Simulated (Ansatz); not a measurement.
Geometry optimisation, UKS B3LYP/STO-3G in Ansatz.

The input (input.yaml):

```yaml
crystal:
  periodic: [false, false, false]
  atoms:
    - { symbol: Cl, position_ang: [-1.129133, -1.72017, 1.943501] }
    - { symbol: C, position_ang: [-0.135396, 0.51798, 0.058953] }
    - { symbol: C, position_ang: [-0.380623, -0.30654, -1.211386] }
    - { symbol: H, position_ang: [-0.957683, 1.1618, 0.40965] }
    - { symbol: C, position_ang: [1.124399, 0.766634, 0.528495] }
    - { symbol: F, position_ang: [1.382578, 1.625998, 1.549737] }
    - { symbol: H, position_ang: [2.016788, 0.218974, 0.151075] }
    - { symbol: H, position_ang: [-0.585096, -0.736711, 1.181378] }
    - { symbol: H, position_ang: [0.456842, -0.997669, -1.398012] }
    - { symbol: H, position_ang: [-1.312197, -0.892696, -1.126782] }
    - { symbol: H, position_ang: [-0.480479, 0.362299, -2.086609] }
magnetization:
  spin_polarized: true
basis:
  gaussian: { orbitals: STO-3G }
hamiltonian:
  xc: b3lyp
relax:
  f_tol: 0.03
  max_steps: 50
```

Launched with:

```bash
$ ansatz run input.yaml --threads 1 --pin off --max-ram 2048MiB --backend cpu --events-out ev --progress --plain --runs-dir out
```

Question: Where does it end, and by what steps?

Answer: The run converged. Limits of this set-up: minimal basis. After 5 steps the energy has fallen by 0.030 eV; Cl1 moved furthest, 0.10 Å.

```json
{"step": "0", "energy less start (eV)": "0.0000", "largest force component (eV/Å)": "0.713", "accepted": "yes"}
{"step": "1", "energy less start (eV)": "-0.0233", "largest force component (eV/Å)": "0.190", "accepted": "yes"}
{"step": "2", "energy less start (eV)": "-0.0241", "largest force component (eV/Å)": "0.242", "accepted": "yes"}
{"step": "3", "energy less start (eV)": "-0.0285", "largest force component (eV/Å)": "0.100", "accepted": "yes"}
{"step": "4", "energy less start (eV)": "-0.0292", "largest force component (eV/Å)": "0.070", "accepted": "yes"}
{"step": "5", "energy less start (eV)": "-0.0303", "largest force component (eV/Å)": "0.023", "accepted": "yes"}
```

```xyz
11
Properties=species:S:1:pos:R:3
Cl -1.078 -1.737 2.030
C -0.137 0.564 0.004
C -0.381 -0.285 -1.248
H -0.958 1.214 0.341
C 1.101 0.734 0.550
F 1.356 1.585 1.581
H 1.980 0.147 0.206
H -0.543 -0.733 1.243
H 0.475 -0.949 -1.446
H -1.286 -0.903 -1.130
H -0.529 0.362 -2.130
```

Run time: 18 s on 1 thread of Arm Neoverse V2, with other jobs on the host, peak memory 0.15 GiB.
